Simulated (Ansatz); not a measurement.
The same path of ClH3Si + H (6 atoms, charge 0, multiplicity 2) was run twice with different band settings. Lost on the way: Si1–Cl2. Made: Cl2–H6.

The calculation used UKS PBE0/6-31G* (Ansatz 0.2.0).

Relaxed end points:

```xyz
6
Properties=species:S:1:pos:R:3
Si 0.004 0.000 -0.217
Cl 0.028 0.000 1.846
H 1.405 0.000 -0.707
H -0.705 1.218 -0.681
H -0.705 -1.218 -0.681
H -0.027 0.000 5.412
```

```xyz
6
Properties=species:S:1:pos:R:3
Si -0.003 0.000 -0.521
Cl 0.009 0.000 3.572
H 1.416 0.000 -0.974
H -0.710 1.228 -0.981
H -0.710 -1.228 -0.981
H 0.000 0.000 4.857
```

Common settings: movable images 7; climbing image yes; spring 5.0 eV/Å²; start path through a guess of the saddle point; force threshold 0.03 eV/Å; iteration limit 60; end points relaxed.

| run | optimiser | largest step |
| --- | --- | --- |
| 1 | quadratic models (default) | default |
| 2 | fire | 0.02 Å |

Question: What does each run give, and how far can it be trusted?

Answer: Run 1: converged after 12 iterations, highest image 0.762 eV above the first end. A vibrational analysis at the climbing image gives one clearly imaginary mode, 592i cm⁻¹: a first-order saddle point.
Run 2: converged after 31 iterations, highest image 0.762 eV above the first end. Another band between the same ends (7 images) ends at a top of the same energy, where a vibrational analysis finds 1 clearly imaginary mode.
